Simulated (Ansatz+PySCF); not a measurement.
# doublet OH: levels of theory in one basis

```xyz
2

O     0.0000    0.0000   -0.1085
H     0.0000    0.0000    0.8679
```

Basis set: def2-SVP (spherical functions). Correlated methods keep 1 orbital frozen. Correlation on ROHF uses semicanonical orbitals with singles. Charge 0, multiplicity 2.

Computed with Ansatz (development build ahead of 0.2.0); each method stands on the lowest determinant of its kind that the runs found. NEVPT2 correlates all electrons. Active spaces start from the frontier orbitals, and the lowest solution found is given.

```tsv
method	E − E(ROHF) (eV)	<S²> of the determinant
ROHF	0.00	0.75
UHF	-0.11	0.75
ROHF-MP2	-4.16	–
UHF-MP2	-4.15	0.75
ROHF-CCSD	-4.56	–
UHF-CCSD	-4.56	0.75
ROHF-CCSD(T)	-4.60	–
UHF-CCSD(T)	-4.60	0.75
full CI (lowest root of this spin)	-4.62	–
CASSCF(7,5)	-0.68	–
CASSCF(3,3)	-0.64	–
SC-NEVPT2(7,5)	-4.06	–
```

What does SC-NEVPT2(3,3) give on the same scale?

-4.29 eV. NEVPT2 here correlates all electrons, so it doesn't share the others' frozen core.

Is a single determinant a sound starting point here?

By this sign, yes. Unrestricted orbitals gain 0.11 eV and <S²> is 0.75 against 0.75 for a pure state. The CASSCF(7,5) natural occupations are 2.00, 2.00, 1.98, 1.00, 0.02. The CASSCF(3,3) natural occupations are 1.98, 1.00, 0.02.

Caution for CASSCF(3,3): other starts end on other solutions of this active space.
